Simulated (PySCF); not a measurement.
What binds BP: the parts of the energy along the bond

State: ³Π, triplet, unpaired electrons σ ↑, π ↑. ROHF-based CCSD(T) in PySCF 2.14 with B cc-pVTZ, P cc-pV(T+d)Z and B cc-pVQZ, P cc-pV(Q+d)Z (frozen core orbitals: 6; no relativity). Correlation energies are extrapolated as n⁻³ (n = 3, 4), Hartree–Fock as (n+1)·exp(−9√n). CV is the change on freezing 1 orbitals instead, in B cc-pwCVTZ, P cc-pwCVTZ. SR is the spin-free X2C energy in B cc-pVTZ-DK, P cc-pVTZ-DK less the non-relativistic one in B cc-pVTZ, P cc-pVTZ. All energies in eV from B + P.

```csv
R (Å),HF/CBS,CCSD corr.,(T),CV,SR,total
1.5356,-1.087,-1.211,-0.1862,-0.0764,0.0026,-2.558
1.6054,-1.565,-1.239,-0.2056,-0.0607,0.0050,-3.065
1.6752,-1.773,-1.275,-0.2272,-0.0476,0.0064,-3.316
1.7450,-1.783,-1.318,-0.2506,-0.0366,0.0072,-3.382
1.8148,-1.655,-1.366,-0.2750,-0.0276,0.0074,-3.316
1.9021,-1.366,-1.429,-0.3047,-0.0183,0.0072,-3.111
1.9893,-1.001,-1.489,-0.3301,-0.0110,0.0067,-2.824
```

A fit to the total gives Re = 1.7409 Å, De = 3.382 eV, ωe = 956.2 cm⁻¹, Be = 0.6848 cm⁻¹ (masses 11.0093 and 30.9738 u).

Problem. At R = 1.7450 Å the CCSD correlation energy is -0.210620 hartree in the smaller basis and -0.220652 in the larger. Extrapolate it.

Solution. (4³·E4 − 3³·E3)/(4³ − 3³) = -0.22797 hartree; the larger basis holds 96.8 % of it.

The T1 diagnostic is 0.035. The state was picked by a PBE0 search and need not be the measured ground state. Spin–orbit coupling, excitations beyond (T) and corrections to the Born–Oppenheimer picture are left out.
